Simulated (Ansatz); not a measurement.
**BH2 (doublet): the correlation ladder, aug-cc-pVDZ**

Aim: climb from Hartree-Fock through coupled cluster and multireference methods for BH2 (doublet) at one geometry and basis, and see what each rung misses.

Method: aug-cc-pVDZ, core rule «outside noble gas», up to 1 orbitals frozen; program: Ansatz 0.2.0, Gaussian basis.

The runs, in order: UHF; CCSD(T) on ROHF; CCSD(T) on UHF; BCCD(T) on ROHF; CISD; CCSDT(Q) on ROHF; CCSDT(Q) on UHF; CISDTQ; CCSDTQ on ROHF; CCSDTQ on UHF; CASSCF and MRCISD+Q, 5 electrons in 6 orbitals; CASSCF and NEVPT2, 5 electrons in 6 orbitals; Full CI.

4 further runs of the same task are left out: 4 set aside as unsound or not needed.

## (1) The geometry

The geometry is a PBE0/def2-TZVPD stationary point (not a proven minimum) of the parent state, kept for this charge and spin.

3 atoms, charge 0, spin multiplicity 2.

Atoms are counted from 1 here; the program's logs count them from 0.

Bond lengths: B1–H2 1.247 Å, B1–H3 1.247 Å. Angles: H2–B1–H3 102.0°.

## (2) UHF

in.yaml

```yaml
crystal:
  periodic: [false, false, false]
  atoms:
    - {symbol: B, position_ang: [0.000000, -0.123368, 0.000000]}
    - {symbol: H, position_ang: [0.000000, 0.661614, -0.969076]}
    - {symbol: H, position_ang: [0.000000, 0.661614, 0.969076]}
basis:
  gaussian: {orbitals: aug-cc-pVDZ}
magnetization: {spin_polarized: true, initial_magnetization: 1}
hamiltonian: {xc: hf}
output: {orbitals: {seedname: orbitals}}
```

Started as:

```sh
$ ansatz run in.yaml --threads 1 --pin off --events-out ev --progress --plain --max-ram 2816MiB --backend cpu
```

Further steps of the session: CCSD(T) on ROHF; CCSD(T) on UHF; BCCD(T) on ROHF; CISD; CCSDT(Q) on ROHF; CCSDT(Q) on UHF; CISDTQ; CCSDTQ on ROHF; CCSDTQ on UHF; CASSCF and MRCISD+Q, 5 electrons in 6 orbitals; CASSCF and NEVPT2, 5 electrons in 6 orbitals; Full CI.

Q: Predict the results of all the runs planned. Wanted: FCI below the RHF energy; RMP2 from FCI; UMP2 from FCI; RCCSD from FCI; RCCSD(T) from FCI; UCCSD(T) from FCI; RCCSDT(Q) from FCI; UCCSDT(Q) from FCI; NEVPT2 valence from FCI.

The runs gave:

| quantity | value |
| --- | --- |
| FCI below the RHF energy | -2.5444 eV |
| RMP2 from FCI | +620.8 meV |
| UMP2 from FCI | +616.9 meV |
| RCCSD from FCI | +56.1 meV |
| RCCSD(T) from FCI | +13.9 meV |
| UCCSD(T) from FCI | +13.8 meV |
| RCCSDT(Q) from FCI | +0.2 meV |
| UCCSDT(Q) from FCI | 0.0 meV |
| NEVPT2 valence from FCI | +445.4 meV |
| MRCISD+Q valence from FCI | +1.8 meV |
| levels within 1 kcal/mol (43 meV) | RCCSD(T), UCCSD(T), BCCD(T), RCCSDT, UCCSDT, CISDTQ, RCCSDT(Q), UCCSDT(Q), RCCSDTQ, UCCSDTQ, MRCISD+Q valence |
| T1 diagnostic | 0.015 |
| effectively unpaired electrons | 1.02 |

RCCSD(T) lands +13.9 meV from the yardstick (0.5 % of the correlation energy). One determinant dominates. Of the multireference levels listed MRCISD+Q valence comes nearest in total energy (+1.8 meV), which doesn't show that its space is the better one. These misses are within one basis, not against nature; the frozen cores of restricted and unrestricted runs differ, which can shift their rows.
